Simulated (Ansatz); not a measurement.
# H₂O (singlet): wave-function methods side by side, cc-pVTZ

One table from this session's results is given with a row withheld; the runs are named, their logs left out.

Program: Ansatz 0.2.0, Gaussian basis. Level of theory: cc-pVTZ, core rule «outside noble gas», up to 1 orbitals frozen. These are calculated values, not measurements.

The runs, in order: UHF; CCSD(T) on RHF; BCCD(T) on RHF; CISD; CCSDT(Q) on RHF; CCSDTQ on RHF; CASSCF and MRCISD+Q, 8 electrons in 6 orbitals; CASSCF and MRCISD+Q(relaxed), 8 electrons in 6 orbitals; CASSCF and NEVPT2, 8 electrons in 6 orbitals.

9 further runs of the same task are left out: 9 set aside as unsound or not needed.

### What is computed

The geometry is an MP2(full)/6-31G* stationary point (not a proven minimum).

3 atoms, charge 0, spin multiplicity 1.

Atoms are counted from 1 here; the program's logs count them from 0.

Bond lengths: O1–H2 0.969 Å, O1–H3 0.969 Å. Angles: H2–O1–H3 104.0°.

Geometry (Å):

```mol
H2O
  3D, bonds by distance, orders not assigned

  3  2  0  0  0  0  0  0  0  0999 V2000
    0.0000    0.0000    0.0667 O   0  0
    0.0000    0.7632   -0.5296 H   0  0
    0.0000   -0.7632   -0.5296 H   0  0
  1  2  8  0
  1  3  8  0
M  END
```

The first run:

in.yaml

```yaml
crystal:
  periodic: [false, false, false]
  atoms:
    - {symbol: O, position_ang: [0.000000, 0.000000, 0.066726]}
    - {symbol: H, position_ang: [0.000000, 0.763239, -0.529583]}
    - {symbol: H, position_ang: [0.000000, -0.763239, -0.529583]}
basis:
  gaussian: {orbitals: cc-pVTZ}
magnetization: {spin_polarized: true, initial_magnetization: 0}
hamiltonian: {xc: hf}
output: {orbitals: {seedname: orbitals}}
```

Launch:

```bash
$ ansatz run in.yaml --threads 1 --pin off --events-out ev --progress --plain --max-ram 5632MiB --backend cpu
```

Steps of the session up to this table: UHF; CCSD(T) on RHF; BCCD(T) on RHF; CISD; CCSDT(Q) on RHF; CCSDTQ on RHF; CASSCF and MRCISD+Q, 8 electrons in 6 orbitals; CASSCF and MRCISD+Q(relaxed), 8 electrons in 6 orbitals; CASSCF and NEVPT2, 8 electrons in 6 orbitals.

One table of the session follows, with a row left open; its other results are not shown here.

| method | from RCCSDTQ (kcal/mol) |
| --- | --- |
| RHF | +173.39 |
| RMP2 | +8.77 |
| CISD | +11.93 |
| RCCSD | +5.11 |
| RCCSD(T) | +0.25 |
| BCCD(T) | +0.24 |
| RCCSDT | +0.21 |
| RCCSDT(Q) | -0.02 |
| RCCSDTQ | 0 |
| CASSCF valence | +139.37 |
| NEVPT2 valence | +19.37 |
| MRCISD valence | +7.23 |
| MRCISD+Q valence | +1.18 |
| MRCISD+Q(relaxed) valence | ? |

Q: Estimate the row for MRCISD+Q(relaxed) valence from the others.

**Answer.** from RCCSDTQ (kcal/mol): +0.58. In the column «from RCCSDTQ (kcal/mol)» it lies between RCCSD(T) (+0.25) and MRCISD+Q valence (+1.18).
